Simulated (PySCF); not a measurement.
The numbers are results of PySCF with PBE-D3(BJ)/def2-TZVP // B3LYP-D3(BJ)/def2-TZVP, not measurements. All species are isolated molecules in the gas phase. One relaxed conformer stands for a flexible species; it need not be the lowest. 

Reference species (SMILES): `C[C]C` (near-degenerate triplet) (neutral, multiplicity 3).

| Item | Value |
|---|---|
| highest occupied spin orbital | -3.98 eV |

Changed species: `C[C]O` (excited triplet; C–C–O–H torsion 103°) (X = hydroxy, multiplicity 3; the reference has X = methyl, multiplicity 3).

Q: What does the change do to the highest occupied spin orbital?

A: the highest occupied spin orbital rises by 0.16 eV, to -3.82 eV.
